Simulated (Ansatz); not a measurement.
Zinc-blende BeSe, treated with RPBE in Ansatz (PAW).

Input:

Ansatz 0.2 input:
```yaml
crystal:
  lattice:
    - [0.0, 2.6293140411, 2.6293140411]
    - [2.6293140411, 0.0, 2.6293140411]
    - [2.6293140411, 2.6293140411, 0.0]
  atoms:
    - { symbol: Be, position: [0.0, 0.0, 0.0] }
    - { symbol: Se, position: [0.25, 0.25, 0.25] }
basis:
  ecutwfc: 520
  ecutrho_ratio: 4
  xc_grid: 2
kpoints:
  mp_grid: { grid: [12, 12, 12] }
hamiltonian:
  xc: rpbe
  dispersion: none
  pseudopotentials: { kind: paw }
scf:
  occupations: { method: fermi_dirac, width: 0.01 }
  convergence: { dr2_threshold: 0.0000000002 }
output:
  forces: true
  stress: true
  eigenvalues: true
```

From the output:

```
Crystal: 2 atoms, lattice volume = 36.354 Å³
Basis set: ecut = 520 eV, 941 PW (Γ), exchange–correlation on 60×60×60 points (8 copies of the dense FFT grid, shifted against one another)
Bands: 13, of which v1, the nominal top of the filled ones, is band 9 counted from 1 (8 counted from 0)
Symmetry: 24 space group operations
Space group: F-43m (ITA 216), of the structure as read, at distance tolerance 3.3e-5 Å
k-points: 72 of 1728 (time reversal used)
Functional: x = rpbe, c = pbe(β = 0.06672455060314922)
SCF iter   1: F=—  HF=-5570.368491 eV  |F-HF|=—  |Δ(HF+E_count)|=         —  Δρ=1.67e-3  dr2=5.70e-4
SCF iter   2: F=—  HF=-5570.368747 eV  |F-HF|=—  |Δ(HF+E_count)|=   2.56e-4  Δρ=1.07e-3  dr2=2.37e-4
  ...
SCF iter   7: F=—  HF=-5570.368892 eV  |F-HF|=—  |Δ(HF+E_count)|=  9.82e-11  Δρ=8.50e-7  dr2=3.97e-10
SCF iter   8: F=-5570.368892 eV  HF=-5570.368892 eV  |F-HF|=0.00e0  |Δ(HF+E_count)|=  9.46e-11  Δρ=1.13e-7  dr2=6.68e-12
SCF 1 converged in 8 iterations: F = -5570.368892 eV  dr2 = 6.68e-12
SCF converged after 8 iterations
Free energy (F): -5570.368892 eV
Internal energy: -5570.368892 eV  (E = F + TS)
E sigma→0 (E₀):  -5570.368892 eV
Fermi energy:    7.670367 eV
--- Stress (GPa, compression-positive) ---
       -1.355665       0.000000      -0.000000
        0.000000      -1.355665       0.000000
       -0.000000       0.000000      -1.355665
  P = ⅓ Tr σ = -1.3557 GPa (-13.557 kbar)
```

The cell is one volume of an energy–volume scan, off the minimum.

The PAW data were made under PBE.

Ansatz is a first-principles code.
